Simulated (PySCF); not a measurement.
Work out the structure from these simulated measurements.

Formula: C2H3F3.

- Triplet: lowest triplet excitation (Tamm–Dancoff): 9.97 eV [TDA CAM-B3LYP/aug-cc-pVTZ]
- UV, first state: lowest singlet excitation: 10.12 eV (123 nm, f = 0.057) [TDDFT CAM-B3LYP/aug-cc-pVTZ]
- Rotational structure: rotational constants A, B, C: 5.518, 5.213, 5.212 GHz [PBE0-D3(BJ)/def2-TZVP]
- 13C NMR: chemical shifts (computed TMS as zero) by class: 137.6 (1 C), 22.5 (1 C) ppm [GIAO B97-2/pcSseg-2]
- 1H NMR: chemical shifts (computed TMS as zero) by class: 1.69 (3 H) ppm [GIAO B97-2/pcSseg-2]
- Couplings: largest of the computed one-bond spin–spin couplings (means over like bonds): 19F–13C -345.9 (×3), 13C–1H +135.8 (×3), 13C–13C +63.3 Hz [B3LYP/pcJ-2]
- Polarisability: 29.8 au [CAM-B3LYP/aug-cc-pVTZ]

Electronic properties: PySCF, gas phase, density fitting. Levels stand in brackets. Geometry: PBE0-D3(BJ)/def2-TZVP; no solvent, vibrations or thermal averaging. Each NMR value is the plain mean over a class of atoms that symmetry, rotation or inversion makes alike.

Question: What is the compound? Reason from the data.

Answer: Numbering: `[CH3:1][C:2]([F:3])([F:4])[F:5]`. Its formula, C2H3F3, gives 0 degrees of unsaturation, so no ring and no π bond. 2 carbons fall into 2 classes; from least to most shielded: CF3 carbon [C2] (137.6 ppm), methyl carbon [C1] (22.5 ppm). All hydrogens form one class (1.69 ppm): methyl hydrogen. The couplings run between: -345.9 Hz, fluorine of a CF3 group [F3] and CF3 carbon [C2] (with 2 like pairs); +135.8 Hz, methyl carbon [C1] and its hydrogen (with 2 like pairs); +63.3 Hz, methyl carbon [C1] and CF3 carbon [C2]. The optimised geometry has point group C3v and is a prolate symmetric top (the spread among constants that symmetry makes equal is optimisation noise). Structure: `CC(F)(F)F`. Computed isomers that give other values at the same levels: `FCC(F)F` (13C chemical shifts (computed TMS as zero) by class: 121.4 (1 C), 86.0 (1 C) ppm). The assignments are read from this structure; whether some other isomer fits the data as well wasn't checked.
